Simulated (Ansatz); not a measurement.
This geometry of C₄H₄ClN (10 atoms, charge 0, multiplicity 1) is a first-order saddle point.

Level of theory: RKS PBE0-D4/def2-SVP (Ansatz).

```xyz
10
Properties=species:S:1:pos:R:3
Cl -1.268 -0.198 2.218
C -0.451 -1.023 0.861
C 0.079 -0.043 -0.120
C 0.749 -0.041 -1.276
N 0.758 1.492 -1.393
C 0.117 1.497 -0.289
H 0.352 -1.640 1.293
H -1.188 -1.699 0.402
H 1.183 -0.757 -1.977
H -0.248 2.360 0.283
```

**Question.** Which two structures does it join? (They come from a converged band through this point; their orientation in space is the band's.)

**Answer.** No bond is made or broken. The dihedral H8–C2–C3–C4 goes from 3 to -126°. The two ends are copies of one structure, up to a mirror image or an exchange of like atoms.

Image 0:

```xyz
10
Properties=species:S:1:pos:R:3
Cl -2.017 -0.419 1.529
C -0.437 -1.002 0.878
C 0.102 -0.044 -0.091
C 0.409 0.006 -1.391
N 0.843 1.472 -1.348
C 0.545 1.443 -0.105
H 0.220 -1.125 1.751
H -0.605 -1.984 0.415
H 0.404 -0.656 -2.260
H 0.620 2.259 0.625
```

Image 6:

```xyz
10
Properties=species:S:1:pos:R:3
Cl -0.049 -0.537 2.515
C -0.525 -0.997 0.834
C 0.021 -0.040 -0.132
C 0.883 -0.023 -1.154
N 0.733 1.479 -1.403
C -0.086 1.480 -0.421
H -0.150 -2.011 0.643
H -1.625 -1.013 0.828
H 1.514 -0.724 -1.705
H -0.635 2.335 -0.002
```

**Question.** How far does it lie above each of them?

**Answer.** 0.143 eV above the first and 0.143 eV above the second. This is the barrier of this one path; another mechanism may lie lower.

The run took 39 s on 2 threads of AMD EPYC 9R45 96-Core Processor (Zen 5), with other jobs on the host, peak memory 0.26 GiB.
